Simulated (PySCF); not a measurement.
Run record: geometry optimisation, `C([C@H](Cl)F)CC`.

Computed with PBE0-D3(BJ)/def2-SVP geometry optimisation, gas phase (PySCF 2.14.0). Start geometry: GFN2-xTB. The input is one job of a driver script: a line of settings, then coordinates in Å.

Input:
```
{"job": {"xc": "PBE0", "basis": "def2-SVP", "d3": "d3bj", "grid": 1, "kind": "geom"}, "charge": 0, "multiplicity": 1}
C     -1.978100    -0.008329     0.019615
C     -0.563755    -0.354977     0.465410
C      0.478653     0.349552    -0.405186
C      1.887008    -0.001827     0.033051
F      2.132546    -1.326231    -0.160824
Cl     3.095564     0.917427    -0.911756
H     -2.707053    -0.522572     0.640224
H     -2.136482    -0.307460    -1.013525
H     -2.153808     1.061965     0.097797
H     -0.414433    -1.433891     0.399351
H     -0.425728    -0.060087     1.508151
H      0.356370     1.431317    -0.340397
H      0.354520     0.049110    -1.447395
H      2.074019     0.205530     1.093316
```

Problem. Estimate the output.

Solution. 
```
step   0  E = -716.52467050  max force = 0.015103
step   1  E = -716.52585372  max force = 0.003967
step   2  E = -716.52599572  max force = 0.001071
step   3  E = -716.52602327  max force = 0.000455
step   4  E = -716.52604013  max force = 0.000659
step   5  E = -716.52605334  max force = 0.000764
step   6  E = -716.52605882  max force = 0.000520
step   7  E = -716.52606239  max force = 0.000230
optimisation converged
```

Energies in Eh; «max force» is the largest Cartesian gradient component in Eh/bohr.

Problem. Give the first gradient maximum in eV/Å.

Solution. With 1 Eh/bohr = 51.422 eV/Å, 0.777 eV/Å.

Problem. How much energy does the optimisation release, in eV?

Solution. E(step 0) − E(last step) = 0.001392 Eh, which is 0.038 eV.

Main results: final energy -716.52606 Eh after 7 steps; dipole 2.23 D.

Problem. Where do the atoms end?

Solution. 0.034 Å rms from the input after alignment:
```
atom  x, y, z in Å
C1    -2.2776   -0.4734   -0.1927
C2    -0.9144   -0.8808    0.3411
C3     0.2324   -0.2749   -0.4581
C4     1.5848   -0.7050    0.0494
F5     1.7180   -2.0507   -0.0473
Cl6    2.8952    0.0714   -0.8887
H7    -3.0900   -0.9212    0.3987
H8    -2.4087   -0.7966   -1.2376
H9    -2.4095    0.6201   -0.1668
H10   -0.8157   -1.9783    0.3278
H11   -0.8217   -0.5779    1.3992
H12    0.1894    0.8255   -0.4305
H13    0.1659   -0.5699   -1.5188
H14    1.7545   -0.4191    1.0996
```

Problem. Estimate the wall time. Hardware: an Arm Neoverse V1 with one thread, shared host.

Solution. About 49 s.
Labels such as C1 count atoms from 1, the log's own numbers from 0.
